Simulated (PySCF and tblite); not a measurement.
C₃H₅NO, numbered as in [N:1]#[C:2][CH2:3][CH2:4][OH:5].

Geometries PBE0-D3(BJ)/def2-SVP; weights from PBE0-D3(BJ)/def2-TZVP energies and GFN2-xTB thermal corrections, with symmetry numbers and mirror pairs. Conformers within 4 kcal/mol (GFN2-xTB free energy) were kept, 7 at most. GIAO shieldings: PBE0/pcSseg-2. Shifts are against TMS (¹H), TMS (¹³C), NH3 (¹⁵N) at the same level. Codes: tblite and PySCF.

Torsions listed: C2–C3–C4–O5, C3–C4–O5–H5. Of a mirror pair one member is shown.

```tsv
conformer	shape	symmetry	E(GFN2) kcal/mol	E(DFT) kcal/mol
1	60°, -67°	C1 (pair)	0.00	0.00
2	180°, -179°	Cs	1.22	1.06
3	-177°, -72°	C1 (pair)	0.63	1.39
4	65°, -164°	C1 (pair)	2.37	1.77
5	56°, 64°	C1 (pair)	1.66	2.20
```

(1) How much do the weights at 298.15 K and the averaged shift of C3 depend on how the conformers are weighted?

## Answers

(1) 
```json
{"weighting": "DFT energy with thermal terms, symmetry and mirror images (full scheme)", "1 (%)": "73", "2 (%)": "10", "3 (%)": "8", "4 (%)": "7", "5 (%)": "2", "δ (ppm)": "24.1", "rms dipole (D)": "3.47"}
{"weighting": "DFT energy with symmetry and mirror images", "1 (%)": "80", "2 (%)": "7", "3 (%)": "8", "4 (%)": "4", "5 (%)": "2", "δ (ppm)": "24.3", "rms dipole (D)": "3.39"}
{"weighting": "bare DFT energy", "1 (%)": "75", "2 (%)": "12", "3 (%)": "7", "4 (%)": "4", "5 (%)": "2", "δ (ppm)": "24.1", "rms dipole (D)": "3.42"}
{"weighting": "GFN2-xTB energy with symmetry and mirror images", "1 (%)": "67", "2 (%)": "4", "3 (%)": "23", "4 (%)": "1", "5 (%)": "4", "δ (ppm)": "24.4", "rms dipole (D)": "3.43"}
{"weighting": "GFN2-xTB free energy", "1 (%)": "62", "2 (%)": "6", "3 (%)": "25", "4 (%)": "2", "5 (%)": "5", "δ (ppm)": "24.3", "rms dipole (D)": "3.48"}
{"weighting": "leading conformer alone", "1 (%)": "100", "2 (%)": "0", "3 (%)": "0", "4 (%)": "0", "5 (%)": "0", "δ (ppm)": "24.7", "rms dipole (D)": "3.18"}
{"weighting": "equal weights", "1 (%)": "20", "2 (%)": "20", "3 (%)": "20", "4 (%)": "20", "5 (%)": "20", "δ (ppm)": "23.5", "rms dipole (D)": "4.16"}
{"weighting": "full scheme, search stopped after three starts", "1 (%)": "0", "2 (%)": "0", "3 (%)": "0", "4 (%)": "75", "5 (%)": "25", "δ (ppm)": "22.9", "rms dipole (D)": "4.86"}
```

The largest departure from the full scheme, 1.2 ppm, comes with: full scheme, search stopped after three starts.


¹⁵N shifts are against a computed isolated NH3 molecule, about 20 ppm from the liquid.